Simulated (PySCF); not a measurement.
allene cation (C3H4), SMILES C=C=C (connectivity only; charge and spin as stated), charge +1, multiplicity 2.

Geometry: B3LYP-D3(BJ)/def2-TZVP. The spin state was assumed, not searched.

Two levels are set side by side: PBE/def2-TZVPD (PySCF) and PBE0/def2-TZVPD (PySCF). Same geometry, gas phase. Differences are taken from unrounded values.

```
quantity                      PBE
---------------------------  ----
α-spin orbital gap (eV)      3.58
β-spin orbital gap (eV)      2.41
mean polarisability (bohr³)  33.2
```

These are the PBE values. What does PBE0 give? (Estimate from the structure and the level; the computed values follow.)


```csv
quantity,PBE0,PBE minus PBE0
α-spin orbital gap (eV),5.85,-2.26
β-spin orbital gap (eV),4.69,-2.28
mean polarisability (bohr³),32.9,0.3
```

Rough cost on one machine, each run with all the roots and properties that it gave: PBE0 against PBE within a factor of 2.
